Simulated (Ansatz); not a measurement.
Mulliken charges of `C1=NCO1` from ωB97M-V/def2-TZVPP in Ansatz (PBE0-D4/def2-TZVP geometry).

| atom | x (Å) | y (Å) | z (Å) | charge (e) |
| --- | --- | --- | --- | --- |
| C1 | -0.928 | 0.310 | -0.314 | 0.169 |
| N2 | -0.411 | 0.499 | 0.839 | -0.318 |
| C3 | 0.722 | -0.233 | 0.282 | 0.085 |
| O4 | 0.017 | -0.381 | -0.996 | -0.317 |
| H5 | -1.881 | 0.588 | -0.753 | 0.145 |
| H6 | 0.910 | -1.206 | 0.737 | 0.118 |
| H7 | 1.632 | 0.354 | 0.158 | 0.118 |

**Question.** By hand: the dipole of these point charges (1 e Å = 4.8032 D).

**Answer.** Σ q r = (0.057, -0.021, 0.016) e Å, of length 0.063 e Å = 0.30 D.

**Question.** How does the dipole of the full density compare? (An estimate is asked.)

**Answer.** The calculation gave: (0.083, -0.097, -0.156) e Å, 0.97 D; the point charges give 0.31 times that, at 70° from its direction.

Point charges leave out the atoms' own dipoles, such as those of lone pairs, and Mulliken's split depends on the basis, so the two needn't agree.
